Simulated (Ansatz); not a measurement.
C4H6O can be A, `C=COC=C`, or B, `C#COCC`.

Gas-phase electronic energies from Ansatz, PBE0-D4/def2-TZVP geometries. CCSD(T)/CBS is the MP2 limit (def2-TZVPP, def2-QZVPP) plus CCSD(T) − MP2 in def2-TZVPP, frozen cores. DFT in def2-TZVPP. B3LYP here is the variant with VWN-RPA as its local correlation; programs differ in this. One conformer a species, not always the lowest.

A:

Z-matrix (Å, degrees):
```
C
C 1 1.326
H 1 1.082 2 123.1
H 1 1.081 2 118.8 3 -178.6
O 2 1.356 1 127.2 3 -1.9
H 2 1.084 1 122.6 3 177.1
C 5 1.361 2 118.1 1 -17.4
C 7 1.322 5 121.8 2 149.5
H 7 1.087 5 114.6 2 -33.5
H 8 1.081 7 119.6 5 175.2
H 8 1.083 7 121.5 5 -4.0
```

B:

```xyz
11

C    -1.487    1.508    1.391
C    -0.646    0.657    1.304
O     0.264   -0.256    1.244
C     0.307   -0.998    0.003
C     0.783   -0.145   -1.143
H    -2.227    2.264    1.486
H     0.992   -1.819    0.211
H    -0.691   -1.406   -0.182
H     0.106    0.695   -1.307
H     1.784    0.243   -0.949
H     0.814   -0.743   -2.057
```

Q: Which is lower in electronic energy at CCSD(T)/CBS, and by how much? (An estimate is asked.)

A: Computed: A, by 21.2 kcal/mol.

Q: Give E(B) − E(A) in kcal/mol with B3LYP, CCSD/def2-TZVPP, PBE0-D4, PBE-D4, CCSD(T)/def2-TZVPP, HF/def2-TZVPP, ωB97M-V. (An estimate is asked.)

A: Ansatz gave: B3LYP 22.7, CCSD/def2-TZVPP 20.8, PBE0-D4 22.6, PBE-D4 23.4, CCSD(T)/def2-TZVPP 21.2, HF/def2-TZVPP 20.7, ωB97M-V 21.6. None reverses the order clearly.

Largest T1 diagnostic: 0.013.

From PBE to PBE0 (25 % exact exchange), in def2-TZVPP and without D4, E(B) − E(A) moves by −0.8 kcal/mol.
